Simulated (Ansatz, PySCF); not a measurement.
System: formaldehyde, CH2O (charge 0, singlet). 
Coordinates optimised at B3LYP-D3(BJ)/def2-TZVP (Ansatz, a first-principles code):
```
C
O 1 1.1989
H 1 1.1075 2 122.05
H 1 1.1075 3 115.91 2 180.00
```

Quantity: vertical triplet-singlet gap (E(triplet) - E(singlet); each state is the SCF solution reached for its spin), in kJ/mol. Cores are frozen in the correlated levels unless marked. UHF or UKS for open shells. No spin-orbit coupling. No relativistic terms. Basis-set limits of correlation are two-point, X^-3; Hartree-Fock from the larger set. The bracket is a focal-point correction in the basis named.

| level | program | vertical triplet-singlet gap (kJ/mol) | minus last row |
|---|---|---|---|
| M06-2X/def2-TZVPD | PySCF | 342.9 | -10.9 |
| wB97X-V/def2-TZVPD | Ansatz | 332.0 | -21.8 |
| B2PLYP/def2-TZVPD | Ansatz | 341.1 | -12.7 |
| RI-MP2/aug-cc-pVQZ | Ansatz | 391.3 | 37.5 |
| SCS-MP2/aug-cc-pVDZ | Ansatz | 388.1 | 34.3 |
| RI-MP2/CBS(aug-cc-pVTZ,aug-cc-pVQZ)+[CCSD(T)-MP2]/aug-cc-pVDZ | Ansatz | 357.4 | 3.6 |
| CCSD(T)/CBS(def2-TZVPPD,def2-QZVPPD) | Ansatz | 353.8 | 0.0 |
